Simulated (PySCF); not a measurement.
# C5H9Cl (Chlorocyclopentane): the cost of one run

The runs use PySCF 2.14.0, with density-fitted response routines of our own; the level of theory stands in each step. All values are computed, except where a source is named. Atoms count from 0, in the outputs and in this text.

## 1. The starting structure

15 atoms, charge 0, multiplicity 1; geometry from: MMFF94s. The atoms were then displaced at random by about 0.03 Å, so the start is not that level's minimum.

Bonds of the start (Å): Cl0–C1 1.79, C1–C2 1.54, C2–C3 1.39, C3–C4 1.59, C4–C5 1.51, C5–C1 1.50, C1–H6 1.12, C2–H7 1.08, C2–H8 1.15, C3–H9 1.19, C3–H10 1.05, C4–H11 1.05, C4–H12 1.15, C5–H13 1.14, C5–H14 1.12.

## 2. Relaxing the molecule at PBE0-D3(BJ)/def2-SVP

What the job is given:

```
{"job": {"xc": "PBE0", "basis": "def2-SVP", "d3": "d3bj", "grid": 1, "shake": 0.03, "kind": "geom"}, "charge": 0, "multiplicity": 1}
Cl     2.125370     0.024160    -1.335790
C      1.179690    -0.426980     0.119600
C      0.512140     0.775750     0.807310
C     -0.616580     1.071880     0.053800
C     -1.106820    -0.269420    -0.650530
C     -0.032230    -1.243640    -0.234680
H      1.937470    -0.955500     0.759970
H      0.367550     0.522230     1.849700
H      1.223010     1.674110     0.937290
H     -1.515320     1.412700     0.763010
H     -0.578930     1.834830    -0.663130
H     -1.103380    -0.109210    -1.685980
H     -2.176960    -0.561410    -0.341700
H     -0.402050    -1.801610     0.682140
H      0.154250    -2.023990    -1.017010
```

The run is started by

```console
$ OMP_NUM_THREADS=1 python probes_run.py task.json out
```

This one command runs all jobs of the session in turn.

**Question.** How long does this first job take on 1 thread of Arm Neoverse N1, shared host, and how much memory does it need?

About 83 s, with a peak of 0.58 GiB.
